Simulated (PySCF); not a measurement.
## Shieldings and the share of exact exchange

Molecule: SMILES CS(C)=O, C$_{2}$H$_{6}$OS.

Atom-mapped SMILES (the numbers label the heavy atoms): `[CH3:1][S:2]([CH3:3])=[O:4]`; H(Xn) means a hydrogen on atom n.

GIAO shieldings (ppm, equivalent atoms averaged) in PySCF 2.14.0 with density-fitted response routines on the PBE0-D3(BJ)/def2-SVP geometry, basis pcSseg-2, gas phase, non-relativistic:

```tsv
functional	exact exchange (%)	σ(C1/C3)	σ(S2)	σ(O4)
BLYP	0	126.7	123.3	234.5
BP86	0	132.1	146.0	246.3
PBE	0	132.2	152.0	244.5
PBE0	25	138.8	180.1	267.7
mPW1PW91	25	138.4	175.0	268.2
BHandHLYP	50	139.7	182.4	277.4
HF	100	151.5	247.5	310.6
```

(1) Fit each shielding as a line in the percentage of exact exchange.

(2) What does the line predict for B3LYP (20 %), and what does the run give?

Results:

(1) σ(C1/C3) = 131.2 + 0.21 x (rms 2.3 ppm); σ(S2) = 142.9 + 1.03 x (rms 10.7 ppm); σ(O4) = 244.6 + 0.68 x (rms 5.2 ppm). The functionals also differ in their semilocal parts, which the line can't hold; Hartree–Fock has no correlation at all.

(2) σ(C1/C3): 135.4 predicted, 132.4 computed; σ(S2): 163.5 predicted, 146.5 computed; σ(O4): 258.2 predicted, 253.9 computed ppm.
